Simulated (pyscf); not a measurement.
`[GeH2]` [singlet] + `[NH3]` → `[NH]=[GeH2]` + `[H][H]`, a concerted two-bond exchange (singlet surface; H–N, H–N broken, Ge–N, H–H formed). Single points on ωB97X-D3(BJ)/def2-SVP structures (PySCF, gas phase). Energies in kJ/mol from the separated reactants.

AM1 to PM7: differences of heats of formation from MOPAC, which are fitted to 298 K values and so differ in kind from electronic energies by zero-point and thermal terms. 

Task: In single points PM7 puts the saddle at 84.5 kJ/mol and the reaction energy at -200.1 kJ/mol. Should these be trusted to within a few kcal/mol? Compare with ωB97M-D3(BJ)/def2-TZVP.

Result: ωB97M-D3(BJ)/def2-TZVP gives ΔE‡ = 289.8 kJ/mol and ΔE = +93.3 kJ/mol. PM7 lies 205.4 kJ/mol under it in the barrier and 293.3 kJ/mol under it in the reaction energy, so on this step it does not hold to within 12.6 kJ/mol. ωB97M-D3(BJ)/def2-TZVP has limits of its own. On the reactant side the descent ends in an adduct with a Ge–N contact, 114.8 kJ/mol under the separated species and 402.6 kJ/mol under the saddle at ωB97X-D3(BJ)/def2-TZVP. What is counted as formed (Ge–N) is already present as a longer contact in the reactant adduct; forming that adduct is a step of its own. The same reactants have a lower exit, to H₂N–GeH: [singlet] + H₂ (barrier +48.4 kJ/mol at ωB97M-D3(BJ)/def2-TZVP, against +289.8 kJ/mol here). HN=GeH₂ lies 155.6 kJ/mol over its isomer H₂N–GeH: [singlet] (electronic energy, ωB97M-D3(BJ)/def2-TZVP). One saddle was located; it need not be the lowest between these sides. A restricted solution here is unstable towards spin polarisation, so biradical character is likely and single-reference numbers are less safe. In the def2 sets elements up to Kr have no core potential.
